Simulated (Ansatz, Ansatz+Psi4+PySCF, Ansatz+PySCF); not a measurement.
```yaml
atoms:
  - { symbol: C, position_ang: [0.0142, 0.5438, 0.0000] }
  - { symbol: C, position_ang: [0.0142, -0.1997, 1.2916] }
  - { symbol: C, position_ang: [0.0142, -0.1997, -1.2916] }
  - { symbol: H, position_ang: [-0.3229, 1.5753, 0.0000] }
  - { symbol: H, position_ang: [0.2214, 0.4592, 2.1385] }
  - { symbol: H, position_ang: [0.2214, 0.4592, -2.1385] }
  - { symbol: H, position_ang: [-0.9552, -0.6846, 1.4846] }
  - { symbol: H, position_ang: [0.7672, -0.9953, 1.2862] }
  - { symbol: H, position_ang: [0.7672, -0.9953, -1.2862] }
  - { symbol: H, position_ang: [-0.9552, -0.6846, -1.4846] }
```

Basis set: cc-pVTZ (spherical functions). Frozen core: 3 orbitals. Correlation on ROHF uses semicanonical orbitals with singles. Charge 0, multiplicity 2.

Computed with Ansatz (development build ahead of 0.2.0); free ground-state atoms in the same class of orbitals, no zero-point energy, no relativity.

The atomization energy of doublet C₃H₇ from measured heats of formation, zero-point and thermal terms removed is 39.035 eV (G2/97 set, Curtiss et al., J. Chem. Phys. 106, 1063 (1997), as shipped with ASE); it holds spin-orbit and other relativistic effects.

Question: How far do ROHF-MP2, UHF-MP2 miss it in this basis?

Answer:

| method | atomization energy (eV) | computed − measured (eV) |
| --- | --- | --- |
| ROHF-MP2 | 38.392 | -0.643 |
| UHF-MP2 | 38.363 | -0.672 |
